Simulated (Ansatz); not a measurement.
The input, for Ansatz 0.2.0:

```yaml
crystal:
  periodic: [false, false, false]
  atoms:
    - {symbol: Si, position_ang: [0.000000, 0.000000, 0.000000]}
    - {symbol: N, position_ang: [0.000000, 0.000000, 2.508000]}
basis:
  gaussian: {orbitals: aug-cc-pVDZ}
total_charge: 1
magnetization: {spin_polarized: false}
hamiltonian: {xc: hf}
output: {orbitals: {seedname: orbitals}}
```

```sh
$ ansatz run in.yaml --threads 1 --pin off --events-out ev --progress --plain --max-ram 2393MiB
```

Log:

```
510 factors; integrals over basis functions are off by at most 6.9e-4 eV
mean field evaluation 1: about -9309.0472 eV, gradient 6.8e1 eV
mean field evaluation 2: about -9309.0474 eV, gradient 6.8e1 eV
mean field evaluation 4: about -9320.6402 eV, gradient 3.1e1 eV
mean field evaluation 8: about -9325.2642 eV, gradient 9.3e-2 eV
mean field evaluation 16: about -9325.2643 eV, gradient 4.7e-4 eV
mean field evaluation 32: about -9328.1784 eV, gradient 1.4e-4 eV
mean field evaluation 64: about -9319.1736 eV, gradient 1.3e1 eV
mean field evaluation 96: about -9232.6023 eV, gradient 1.2e2 eV
mean field -9328.17844646 eV, -342.8042350410 hartree, gradient 2.2e-5 eV, S^2 0.000000; 4 other end points of the search recorded, 0 dependent functions left out
reference -9328.17844646 eV, -342.8042350410 hartree; 10, 10 occupied and 40, 40 virtual orbitals, 510 factors
Total energy: -9328.17844646 eV, -342.8042350410 hartree
```

Ran on 1 thread of Intel Xeon Platinum 8488C, shared host: 0.66 s wall, 0.16 GiB peak host memory.
